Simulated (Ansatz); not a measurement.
TlO₂, fluorite type; equations of state without spin from Ansatz PAW hard set, 700 eV.

PBE (k-mesh 17³, smearing 0.061 eV) gives V₀ = 13.566 Å³/atom and B₀ = 118 GPa.

Task: What does r²SCAN give (700 eV, k-mesh 11³, smearing 0.1 eV)?

Result: V₀ = 12.979 Å³/atom (-4.3 %) and B₀ = 143 GPa (+22 %).

This cubic structure is a model: it isn't the usual form of the substance at ambient conditions, and such phases are metastable or hypothetical. The k-mesh is modest, so these values aren't fully converged in k. Spin polarisation is left out, and a magnetic state may lie lower. Spin–orbit coupling is left out, which matters for 6p elements such as Tl, Pb and Bi. Potentials made with PBE were used with another functional (at least in: Ansatz PAW hard set, 700 eV (r²SCAN)).
